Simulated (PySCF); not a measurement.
Below is a simulated gas-phase C 1s photoelectron spectrum of `C#CCC=C`.

Every computed line was given a Gaussian of 0.6 eV full width at half maximum and an area set by the number of equivalent atoms; the highest printed point is 100. The calculation used delta-SCF UKS SCAN, pcX-2 on the ionised atom, pcseg-1 elsewhere, spin-free X2C in PySCF.

(binding energy (eV), intensity): (289.3, 0), (289.4, 0), (289.5, 1), (289.6, 3), (289.7, 8), (289.8, 16), (289.9, 27), (290.0, 43), (290.1, 60), (290.2, 75), (290.3, 87), (290.4, 95), (290.5, 99), (290.6, 100), (290.7, 95), (290.8, 84), (290.9, 67), (291.0, 48), (291.1, 31), (291.2, 19), (291.3, 15), (291.4, 18), (291.5, 24), (291.6, 32), (291.7, 37), (291.8, 37), (291.9, 32), (292.0, 23), (292.1, 15), (292.2, 8), (292.3, 4), (292.4, 1), (292.5, 0), (292.6, 0)

Count the maxima, the lines and the sites behind this envelope.

The curve has 2 maxima (at 290.6 and 291.7 eV). Under it lie 5 lines from 5 inequivalent carbon sites. At this width some lines have no maximum of their own.

Decompose the envelope and assign each component. Numbering: `[CH:1]#[C:2][CH2:3][CH:4]=[CH2:5]`.

```tsv
position (eV)	relative area	line	atoms	environment
290.17	1	C 1s	C1	terminal alkyne carbon
290.39	1	C 1s	C5	terminal =CH2 carbon
290.69	1	C 1s	C2	alkyne carbon
290.79	1	C 1s	C4	alkene CH carbon
291.75	1	C 1s	C3	allylic carbon
```

Lowest listed C 1s: C1, bonded to C (triple bond) and H. Highest, 1.58 eV above it: C3, bonded to 2 C and 2 H. Summing the Pauling electronegativity differences to the bonded atoms, each weighted by its formal bond order, gives -0.35 for the lowest site and -0.70 for the highest; the largest sum, 0.00, belongs to C2, 1.06 eV below the top. The smallest sum, -0.70, belongs to C5, 0.22 eV above the lowest.

The curve has no shake-up lines and no vibrational structure. The unrestricted hole states depart most from a pure doublet (⟨S²⟩ = 0.75; over 0.85 named) for C 1s of C2 (0.87), which makes this value less certain. Isolated species at its PBE0-D3(BJ)/def2-SVP geometry (one conformer only).

Hardware: one thread of an Arm Neoverse N1, no GPU, on a shared host. Cost: 52 s.

The values belong to the conformer `[CH:1]#[C:2][CH2:3][CH:4]=[CH2:5]`: C2–C3–C4–C5 -123°.
